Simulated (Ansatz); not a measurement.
Start from `C=C(Cl)CF` and change one atom or group to get `C=C(N)CF`.

Ansatz, PBE0-D4/def2-TZVP geometries, multiplicity 1. Each molecule was computed in one conformer, which needn't be the lowest.

```json
{"property": "HOMO–LUMO gap (ωB97M-V/def2-TZVPP) / eV", "`C=C(Cl)CF`": "11.70"}
{"property": "size of the dipole moment (B3LYP/def2-TZVPP) / D", "`C=C(Cl)CF`": "0.26"}
{"property": "LUMO energy (B3LYP/def2-TZVPP) / eV", "`C=C(Cl)CF`": "-0.49"}
{"property": "size of the dipole moment (ωB97M-V/def2-TZVPP) / D", "`C=C(Cl)CF`": "0.23"}
{"property": "HOMO–LUMO gap (PBE/def2-TZVPP) / eV", "`C=C(Cl)CF`": "5.20"}
{"property": "HOMO energy (B3LYP/def2-TZVPP) / eV", "`C=C(Cl)CF`": "-7.40"}
```

Question: What does the change do to each property? (Estimate.)

Answer: The calculation gave: 
```tsv
property	`C=C(N)CF`	shift
HOMO–LUMO gap (ωB97M-V/def2-TZVPP) / eV	11.00	-0.70
size of the dipole moment (B3LYP/def2-TZVPP) / D	0.85	0.59
LUMO energy (B3LYP/def2-TZVPP) / eV	0.19	0.68
size of the dipole moment (ωB97M-V/def2-TZVPP) / D	0.81	0.58
HOMO–LUMO gap (PBE/def2-TZVPP) / eV	4.59	-0.61
HOMO energy (B3LYP/def2-TZVPP) / eV	-6.09	1.31
```

With PBE0 the HOMO rises by 1.33 eV and the LUMO rises by 0.70 eV, so the gap narrows by about 0.63 eV. PBE moves the HOMO by 1.31 eV and ωB97M-V by 1.31 eV. Dipoles are sizes alone; their direction can turn.

B3LYP here is the variant with VWN-RPA as its local correlation; programs differ in this.
